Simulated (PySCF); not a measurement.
**A diatomic session: LiH**

An exercise on one series of results from a longer session: the logs are not shown, and one member is left open.

Method: Li pcseg-1, H pcseg-1, no relativity; program: PySCF 2.14.0.

Set-up of the first run:

The job is set up so:

```json
{"atoms": "Li, H", "charge": "0", "basis": "Li pcseg-1, H pcseg-1", "Hamiltonian": "no relativity", "basis functions": "14", "electrons treated": "4", "masses in u": "7.0160, 1.0078", "levels": "PBE0, PBE, r²SCAN, revPBE, LDA, MN15, HSE06, HF, MP2, SCS-MP2, CCSD, CCSD(T)", "grid": "80 radial by 434 angular points", "occupations": "held fixed by the projection of orbital angular momentum", "dissociation limit": "Li + H, each in its ground configuration", "starting distance in angstrom": "1.605", "values of 2S to try": "0, 2"}
```

On the command line:

```console
$ OMP_NUM_THREADS=1 python dia.py task.json out
```

Among the steps run: Set-up; The PBE0 curve of the state that the search chose; Excited determinants; PBE; r²SCAN (meta-GGA); revPBE; LDA (local density); MN15; HSE06; RHF (mean field); Correlated methods on the Hartree–Fock reference.

One of the session's tables, all rows but one given; the rest of the session is left out.

Energy (eV) from each level's lowest point:

| R (Å) | RHF | RHF-MP2 | RHF-SCS-MP2 | RHF-CCSD | RHF-CCSD(T) |
| --- | --- | --- | --- | --- | --- |
| 1.378 | 0.240 | 0.222 | 0.220 | n/a | n/a |
| 1.442 | 0.116 | 0.105 | 0.104 | 0.110 | 0.110 |
| 1.506 | 0.041 | 0.035 | 0.035 | 0.039 | 0.039 |
| 1.554 | 0.011 | 0.009 | 0.008 | 0.011 | 0.011 |
| 1.602 | 0.000 | 0.000 | 0.000 | 0.000 | 0.000 |
| 1.650 | 0.005 | 0.007 | 0.007 | 0.004 | 0.004 |
| 1.714 | ? | ? | ? | ? | ? |
| 1.794 | 0.092 | 0.097 | 0.097 | 0.084 | 0.084 |
| 1.890 | 0.194 | 0.199 | 0.198 | 0.176 | 0.176 |
| 2.018 | 0.363 | 0.365 | 0.364 | n/a | n/a |

Q: Estimate the row for R (Å) = 1.714 from the others.

Worked estimate for «RHF». A straight line through the neighbours (1.650, 0.005) and (1.794, 0.092) gives 0.005 + (0.092 − 0.005) × (1.714 − 1.650) / (1.794 − 1.650) = 0.044; a parabola fitted to 4 rows on both sides gives 0.034.

As computed: RHF: 0.032; RHF-MP2: 0.036; RHF-SCS-MP2: 0.036; RHF-CCSD: 0.029; RHF-CCSD(T): 0.029. In «RHF» the line misses by +0.012 and the parabola by +0.002.
